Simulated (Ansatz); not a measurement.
**InH₄⁻, quintet in def2-TZVPD: errors against UCCSDT(Q)**

All five atoms lie in one plane.

Geometry: that of the InH4⁻, triplet, kept fixed. The singlet lies 6.5 eV lower here.

| atom | x (Å) | y (Å) | z (Å) |
| --- | --- | --- | --- |
| In | 0.0000 | 0.0000 | 0.0000 |
| H | 1.2631 | 0.0000 | 1.2631 |
| H | -1.2631 | 0.0000 | 1.2631 |
| H | -1.2631 | 0.0000 | -1.2631 |
| H | 1.2631 | 0.0000 | -1.2631 |

Basis def2-TZVPD with its core potentials; Ansatz 0.2.0. Only valence electrons are correlated (noble-gas cores and the filled d shells of p-block atoms frozen), which leaves 8 electrons in 83 orbitals. R marks a restricted (for open shells ROHF) determinant, U an unrestricted one. Active spaces: valence = (8e, 8o) chosen from the atoms' valence shells. No spin–orbit coupling is included; scalar relativity enters through the core potentials alone. This anion state lies near or above the neutral species, so the extra electron is weakly bound or unbound and the energies hang on the diffuse functions.

Full CI isn't at hand for all of this; UCCSDT(Q) serves as the reference, and is uncertain by about the last step of the cluster series. The frozen core follows each run's orbitals, which can shift R against U totals by a few meV for light atoms and by up to 0.1 eV past Ca.

* UHF ⟨S²⟩: 6.011
* T1 diagnostic (RCCSD): 0.0937
* largest doubles amplitude (RCCSD): 0.050
* T1 diagnostic (UCCSD): 0.0991

```json
{"level": "UHF", "E − E(UCCSDT(Q)) (mEh)": "118.68", "share of correlation (%)": "2.73", "wall time": "–"}
{"level": "UMP2", "E − E(UCCSDT(Q)) (mEh)": "34.47", "share of correlation (%)": "71.75", "wall time": "–"}
{"level": "UCCSD", "E − E(UCCSDT(Q)) (mEh)": "6.58", "share of correlation (%)": "94.61", "wall time": "–"}
{"level": "UCCSD(T)", "E − E(UCCSDT(Q)) (mEh)": "1.85", "share of correlation (%)": "98.49", "wall time": "93 s"}
{"level": "UCCSDT", "E − E(UCCSDT(Q)) (mEh)": "0.30", "share of correlation (%)": "99.75", "wall time": "–"}
```

The correlation energy at UCCSDT(Q), counted from RHF, is -3.320 eV. That run took 25 s on 2 threads of AMD EPYC 7R13 with a shared H100 80 GB, shared host.

Run but not shown, since their state or frozen core can't be matched to the reference's or they repeat it: RHF, RMP2, RCCSD, RCCSD(T), BCCD(T), RCCSDT, RCCSDT(Q), CASSCF (valence space), NEVPT2 (valence space), NEVPT4(SD) (valence space), MRCISD (valence space), MRCISD+Q (valence space).

Times hold each run's SCF and search for its determinant on a shared host, so for small cases they say little of a method's own cost; they ran on 1 thread of AMD EPYC 7R13.

Natural occupations of CASSCF (valence space) about the gap: 1.993 1.991 1.003 1.000 1.000 0.998 0.008 0.007; effectively unpaired electrons, Σ n²(2−n)², 4.00.
